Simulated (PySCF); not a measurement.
Oxonium, H₃O (charge +1).
Numbering: `[OH3+:1]` (hydrogens: H2, H3, H4 on O1)

Computed with PySCF at PBE0/pcSseg-1 and CAM-B3LYP/def2-SVPD, non-relativistic, on one gas-phase PBE0-D3(BJ)/def2-SVP geometry that isn't relaxed in the solvent. The solvent is an IEF-PCM continuum (van der Waals radii × 1.2). Specific hydrogen bonds and non-electrostatic terms are outside this model.

Gas phase at PBE0/pcSseg-1: HOMO -20.72 eV, LUMO -7.01 eV.

**Question.** What does the continuum do to the energy and the frontier levels at PBE0/pcSseg-1 in chloroform?

**Answer.** 
```csv
solvent,ε,E(solvent) − E(gas) (kJ/mol),polarisation term (kJ/mol),distortion of the solute (kJ/mol),HOMO (eV),LUMO (eV)
chloroform,4.711,-293.01,-293.42,0.41,-14.99,-1.35
```

The polarisation term is half the interaction of the solute with the surface charges that it induces; the rest is the cost of distorting the solute's density. The sum is the electrostatic part of solvation alone.

**Question.** Which radius a makes Born's formula ΔE = −(q²/2a)(1 − 1/ε) give the value in chloroform?

**Answer.** a = q²(1 − 1/ε)/(2|ΔE|) = 1.87 Å, with q = +1 e and |ΔE| = 0.1116 Eh; the farthest nucleus lies 0.95 Å from the centroid of the nuclei. The formula assumes a point charge at the centre of a sphere.

**Question.** Which Hirshfeld charges (PBE0/pcSseg-1) respond most in chloroform (means over atoms taken as equivalent)?

**Answer.** 
| atoms | environment | gas (e) | solvent (e) | change |
| --- | --- | --- | --- | --- |
| O1 | oxonium oxygen | +0.041 | +0.035 | -0.006 |
| H2/H3/H4 | O–H hydrogen | +0.320 | +0.322 | +0.002 |

**Question.** How do the nuclear quadrupole coupling constants eQVzz/h respond in chloroform?

**Answer.** 
```
  nucleus  Q (barn)  gas (MHz)  solvent (MHz)  η gas  η solvent
17O at O1   -0.0256      11.83          11.58   0.00       0.00
```

Gas phase at CAM-B3LYP/def2-SVPD: HOMO -22.31 eV, LUMO -6.35 eV.

**Question.** What does the continuum do to the energy and the frontier levels at CAM-B3LYP/def2-SVPD in chloroform?

**Answer.** 
```json
{"solvent": "chloroform", "ε": "4.711", "E(solvent) − E(gas) (kJ/mol)": "-293.70", "polarisation term (kJ/mol)": "-294.54", "distortion of the solute (kJ/mol)": "0.84", "HOMO (eV)": "-16.58", "LUMO (eV)": "-0.94"}
```

**Question.** How does the static polarisability (CAM-B3LYP/def2-SVPD, frozen core, with the continuum's full static response) change?

**Answer.** 
```tsv
medium	isotropic (au)	principal values (au)	⟨r²⟩ of the electrons (bohr²)
gas	6.5	5.6, 7.0, 7.0	18.6
chloroform	7.2	6.3, 7.7, 7.7	18.6
```

The isotropic value in chloroform is 1.11 times the gas-phase one; no cavity-field correction is applied. ⟨r²⟩ is taken about the centre of nuclear charge.
